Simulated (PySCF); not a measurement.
Species: chlorocyclopropane, C₃H₅Cl.
Structure used (GFN2-xTB), in Å, numbered top down from 1:
```xyz
9
C3H5Cl angstrom
Cl    -1.5851   -1.3434   -0.9068
C     -0.5099   -0.5756    0.2530
C     -0.1827    0.8715    0.0826
C      0.8582   -0.1740   -0.1919
H     -0.6594   -0.9832    1.2424
H     -0.0962    1.4773    0.9717
H     -0.6124    1.3890   -0.7605
H      1.6736   -0.2978    0.5045
H      1.1274   -0.3579   -1.2202
```

Probes without a nucleus sit at each ring's centroid and 1 Å off its mean plane on both sides; NICS is minus the shielding there, NICSzz its component along the normal. Level: GIAO PBE0/pcSseg-1 (PySCF, non-relativistic, gas phase) on the GFN2-xTB geometry, one conformer.

Ring bond lengths (Å), with Mayer bond orders in brackets: C2–C3 1.493 (0.94), C3–C4 1.501 (0.97), C4–C2 1.494 (0.94).

What do the NICS probes read (ppm)?

```tsv
ring	type	NICS(0)	NICS(1), two faces	NICS(1)zz, two faces	rms pucker (Å)	centre to ring atoms, mean (Å)
C2–C3–C4	3-membered carbocycle; formal bonds all single	-42.0	-9.2 / -7.7	-24.3 / -18.4	0.00	0.86
```

What can be read from them?

- C2–C3–C4: mean NICS(1)zz -21.4 ppm, shielded. C2, C3, C4 have four or more neighbours; no verdict on aromaticity is drawn. The two faces differ by 5.9 ppm, so no symmetry operation interchanges them. NICS(0) lies 34 ppm below the mean NICS(1).

At the second NICS(1) probe listed for ring C2–C3–C4, 1 Å off the ring, what do the in-plane components average?

The isotropic value is a third of the trace: (3 × -7.7 − (-18.4))/2 = -2.4 ppm.

Give the inner angles of the rings and the Hirshfeld charges of the ring atoms.

- C2–C3–C4: C2 60.3° (-0.015 e), C3 59.8° (-0.090 e), C4 59.8° (-0.090 e); sum 180.0° against 180° for a flat convex ring.

Time: 5.2 s of wall time. Hardware: an x86-64 server with one thread, shared host. This is the whole shielding run at PBE0/pcSseg-1, SCF included.
